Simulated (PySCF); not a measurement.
**Static response to an electric field**

Compound: C4H5FO.
SMILES with atom numbers: `[F:1][C:2]1=[CH:3][O:4][CH2:5][CH2:6]1` (hydrogens: H7 on C3; H8, H9 on C5; H10, H11 on C6)

Structure used (GFN2-xTB), in Å, numbered top down from 1:
```xyz
11
C4H5FO angstrom
F      2.3540   -0.3595    0.5677
C      1.1249   -0.0051    0.1622
C      0.7968    1.0564   -0.5603
O     -0.5387    1.1388   -0.8078
C     -1.1780    0.0167   -0.1830
C     -0.0880   -0.8223    0.5072
H      1.4037    1.8408   -0.9690
H     -1.9138    0.4072    0.5252
H     -1.7036   -0.5418   -0.9623
H     -0.2324   -0.8928    1.5870
H     -0.0195   -1.8358    0.1073
```

Level: CAM-B3LYP/def2-SVPD (PySCF), static field, nuclei fixed, core orbitals frozen in the response. The polarisability tensor in these axes (au):

```
x   51.87  0.01  1.98
y    0.01 50.48 -7.85
z    1.98 -7.85 43.41
```

Problem. Diagonalise the tensor; give its mean and Δα, where Δα² is half the sum of the squared differences of the eigenvalues.

Solution. Principal values 38.13, 51.78 and 55.85 au; mean 48.59 au = 7.20 Å³ = 8.01 × 10⁻⁴⁰ C²·m²/J; Δα = 16.07 au (33 % of the mean).

Problem. What is the dipole moment, and where does it point?

Solution. (-1.38, -0.79, 0.31) D, 1.61 D in size, pointing from the negative to the positive side. Measured along this direction, the outermost atoms are H7 at the negative end and H8 and H9 at the positive end.

Problem. In TDDFT the mean static polarisability is Σ f/ω² over all singlet excitations (ω in hartree). How much of it do the 8 lowest give? Their energies (eV) and oscillator strengths: 5.86, 0.0055; 6.23, 0.1462; 6.24, 0.0029; 6.90, 0.0034; 7.07, 0.0004; 7.52, 0.0178; 7.53, 0.0231; 8.19, 0.0114.

Solution. They add up to 3.68 au, 7.6 % of the 48.59 au; the largest single term is 2.79 au, from the state at 6.23 eV. Terms in order: 0.12, 2.79, 0.05, 0.05, 0.01, 0.23, 0.30, 0.13 au. Higher excitations give the rest. The strengths listed sum to 0.211.

Problem. What would n − 1 = 2πNα be for an ideal gas of these molecules at 273.15 K and 1 atm, electronic part alone?

Solution. N = p/kT = 2.6868 × 10¹⁹ cm⁻³, so n − 1 = 2π × N × 7.20 × 10⁻²⁴ cm³ = 1215 × 10⁻⁶ at long wavelengths.

Problem. Estimate the molar refractivity from the static electronic polarisability.

Solution. Lorentz–Lorenz: R = (4π/3)N_A α = 2.5225 cm³/(mol·Å³) × 7.20 Å³ = 18.2 cm³/mol, in the limit of long wavelengths.

Geometry: GFN2-xTB; no solvent, vibrations or thermal averaging.

These values come from a run that also computed excited states. Hardware: an Arm Neoverse V2 with one thread, no GPU, on a shared host. Cost: 19 s wall.
